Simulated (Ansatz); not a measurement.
Chalcopyrite CdGeAs₂, treated with PBE-D3(BJ) in Ansatz (PAW).

Numerical settings: plane-wave cutoff 520 eV, 8×8×8 k mesh, Fermi–Dirac smearing 0.01 eV, scalar-relativistic PAW data made under PBE.

Computed points:

```tsv
V (Å³/atom)	E − E_lowest (meV/atom)	P (GPa)
24.197	7.96	2.637
24.701	1.90	1.240
25.205	0.00	-0.006
25.709	1.80	-1.119
26.213	6.91	-2.111
```

### Question
Estimate the bulk modulus from the pressures at 24.701 and 25.709 Å³/atom, and compare it with a fit to all energies.

### Answer
B = −V dP/dV. Between V = 24.701 and 25.709 Å³/atom, dP/dV = (-1.119 − (1.240))/(25.709 − 24.701) = -2.34 GPa per Å³/atom; at the midpoint 25.205 Å³/atom this gives B ≈ 59.0 GPa. The third-order Birch–Murnaghan fit gives V0 = 25.202 Å³/atom, B0 = 58.9 GPa, B′ = 4.7, which lies within 1 % of that estimate.

Shape and atoms are relaxed at each volume.

Measured, for comparison: bulk modulus 69.9 GPa (temperature not stated, not corrected to a static lattice; as tabulated in Toher et al. (2017), arXiv:1611.05714). Computed (rounded) less measured: bulk modulus -16 %.

Note: the bulk modulus comes from volumes at which shape and atoms were relaxed.

Static lattice: no zero-point or thermal effects.

Ansatz is a first-principles code.
